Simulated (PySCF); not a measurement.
Job file and geometry (Å, from GFN2-xTB) of an NMR shielding run on SMILES N, H$_{3}$N, GIAO BP86/Sadlej pVTZ NMR shielding, non-relativistic, gas phase (PySCF 2.14.0, density-fitted response routines); density fitting, a coarse starting grid and PySCF grid level 2 are the driver's defaults:

```
$ OMP_NUM_THREADS=1 python probes_run.py task.json out

{"job": {"kind": "nmr", "xc": "BP86", "basis": "Sadlej pVTZ", "pop": false}, "charge": 0, "multiplicity": 1}
N      0.005567     0.002694     0.269341
H      0.924501    -0.196064    -0.106804
H     -0.630350    -0.700539    -0.086466
H     -0.289484     0.898682    -0.098925
```

Task: What does the program print?

Result: 
```
coarse grid: 2928 points
cycle   1  E = -56.5255849541  dE = -4.978e-02  |g| = 4.550e-01  |ddm| = 2.974e+00
cycle   2  E = -56.3876276009  dE =  1.380e-01  |g| = 8.891e-01  |ddm| = 9.895e-01
cycle   3  E = -56.5736635643  dE = -1.860e-01  |g| = 1.610e-02  |ddm| = 6.727e-01
cycle   4  E = -56.5737366204  dE = -7.306e-05  |g| = 5.569e-03  |ddm| = 3.968e-02
cycle   5  E = -56.5737434618  dE = -6.841e-06  |g| = 1.096e-03  |ddm| = 7.077e-03
final grid: 27112 points
cycle   6  E = -56.5740122287  dE = -1.102e-05  |g| = 2.896e-03  |ddm| = 6.283e-02
cycle   7  E = -56.5740085312  dE =  3.698e-06  |g| = 4.981e-03  |ddm| = 6.354e-03
cycle   8  E = -56.5740138870  dE = -5.356e-06  |g| = 3.692e-04  |ddm| = 3.837e-03
cycle   9  E = -56.5740139187  dE = -3.174e-08  |g| = 3.165e-05  |ddm| = 3.077e-04
cycle  10  E = -56.5740139189  dE = -2.541e-10  |g| = 1.129e-06  |ddm| = 3.959e-05
converged SCF energy = -56.5740139189

GIAO shielding tensors (ppm)
atom      isotropic    diamagn.    paramagn.     s11        s22        s33       span
  0 N      270.620     244.549      26.072    245.317    283.264    283.280     37.963
  1 H       32.265      27.001       5.265     27.085     27.919     41.792     14.707
  2 H       32.262      26.993       5.269     27.083     27.916     41.787     14.704
  3 H       32.263      26.998       5.265     27.084     27.916     41.788     14.705
```

Size and cost of the density-fitted run: 51 basis functions, 0.71 s wall time on 1 thread of an Intel Xeon, shared host; peak memory 0.29 GiB.
